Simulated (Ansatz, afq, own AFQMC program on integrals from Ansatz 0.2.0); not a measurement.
Al2H, doublet → Al2H, quartet

```csv
atom,x (Å),y (Å),z (Å)
Al,0.0000,0.0000,0.3526
Al,0.0000,0.0000,-2.3244
H,0.0000,0.0000,1.9718
```

Connectivity, by distances: AlH–Al.

E(quartet, charge +0) − E(doublet, charge +0) at this geometry, on UHF and UHF determinants.

Basis cc-pVTZ. Only valence electrons are correlated. Ansatz 0.2.0 and our own AFQMC program on the same integrals; the CISD trial comes from CCSD amplitudes, and released means the phaseless constraint is let go. Uncertainties: one standard error, sampling alone. The errors of all members are added in quadrature.

No full CI on the walks' own integrals is used here; CCSDT(Q) serves as the reference and is uncertain by about the last step of the cluster series. Each member takes its own surest rung, up to full CI.

Errors are counted within cc-pVTZ, not against nature.

Cautions: Al₂H (doublet): an unrestricted solution with more broken spin lies lower, the released energies are still falling, so no released level is given (meV from the phaseless value at times in 1/Eh: -5 ± 4 at 0.24, -11 ± 4 at 0.50, -17 ± 3 at 1.00, -19 ± 3 at 1.50), its ph-AFQMC/CISD value lies 34 ± 4 meV above CCSDT(Q); Al₂H (quartet): another spin lies lower, (T) is large, 6 % of the CCSD correlation, the released energies are still falling, so no released level is given (meV from the phaseless value at times in 1/Eh: -10 ± 5 at 0.24, -14 ± 5 at 0.50, -17 ± 5 at 1.00, -30 ± 4 at 1.50), its ph-AFQMC/CISD value lies 51 ± 4 meV above CCSDT(Q); core correlation is missing, and it shifts such a gap most where an s electron is promoted.

```
level  vertical spin gap (kcal/mol)
   HF                          13.5
  MP2                          17.9
```

(1) From these cheaper values, estimate the vertical spin gap at the reference level in cc-pVTZ.

(1) 19.9 kcal/mol (CCSDT(Q) in cc-pVTZ).

```json
{"level": "CCSD", "vertical spin gap (kcal/mol)": "21.4", "error against CCSDT(Q) (kcal/mol)": "1.5"}
{"level": "CCSD(T)", "vertical spin gap (kcal/mol)": "20.3", "error against CCSDT(Q) (kcal/mol)": "0.4"}
{"level": "CCSDT", "vertical spin gap (kcal/mol)": "20.1", "error against CCSDT(Q) (kcal/mol)": "0.2"}
{"level": "ph-AFQMC/HF", "vertical spin gap (kcal/mol)": "22.0 ± 0.7", "error against CCSDT(Q) (kcal/mol)": "2.0 ± 0.7"}
{"level": "ph-AFQMC/CISD", "vertical spin gap (kcal/mol)": "20.3 ± 0.1", "error against CCSDT(Q) (kcal/mol)": "0.4 ± 0.1"}
```

Correlation beyond CCSD(T) takes off 0.4 kcal/mol. The perturbative (T) step is worth −1.1 kcal/mol.

A walk keeps the symmetry of its determinant, which the program's search chose and which needn't be the lowest solution, so a lower state of the same spin and another symmetry isn't excluded.
